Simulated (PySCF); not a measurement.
How the method changes the constants of MgF

State: ²Σ⁺ (doublet), unpaired electrons σ ↑. Set-up: Mg x2c-SVPall, F x2c-SVPall; spin-free X2C with a Gaussian nucleus (PySCF 2.14). De refers to Mg + F in their high-spin ground configurations, without counterpoise correction. The functionals are run spin-unrestricted. A positive dipole means Mg(−)F(+).

```tsv
Level	Re (Å)	ωe (cm⁻¹)	De (eV)	μ (D)
UHF	1.756	750	3.40	-3.23
UHF-MP2	1.779	722	4.71	n/a
UHF-SCS-MP2	1.778	723	4.44	n/a
UHF-CCSD	1.775	725	4.12	n/a
UHF-CCSD(T)	1.778	720	4.17	n/a
PBE	1.784	698	4.76	-2.97
BLYP	1.785	698	4.65	-3.02
r²SCAN	1.771	718	4.78	-3.11
r²SCANh	1.767	724	4.67	-3.16
PBE0	1.768	722	4.47	-3.13
BHandHLYP	1.755	743	4.14	-3.28
```

(1) Which functional lies closest to UHF-CCSD(T) in De, which farthest, and by how much do they differ from it?

(2) What does a quarter of exact exchange do here, going from PBE to PBE0?

(3) What does the step from GGA to meta-GGA do here, going from PBE to r²SCAN?

Correlated steps freeze 2 core orbitals. Correlated levels converge slowly with the basis: in double zeta they bind strong bonds too weakly, by up to about 1 eV, and carry superposition errors of some tenths. The state is the lowest determinant that a PBE0 search found; another state may lie lower at other levels.

Results:

(1) Closest is BHandHLYP (-2.3 pm in Re, +3.2 % in ωe, -0.03 eV in De against UHF-CCSD(T) in the same basis), farthest r²SCAN (-0.7 pm in Re, -0.3 % in ωe, +0.61 eV in De). CCSD(T) converges more slowly with the basis than the functionals do and binds too weakly in this one, so the order can change at the basis-set limit.

(2) PBE0 less PBE: -1.6 pm in Re, +3.4 % in ωe, -0.29 eV in De. Exact exchange removes part of the self-interaction that spreads semilocal densities, and in most molecules shortens and stiffens the bond and lowers De; so it does here.

(3) r²SCAN less PBE: -1.3 pm in Re, +2.9 % in ωe, +0.02 eV in De.
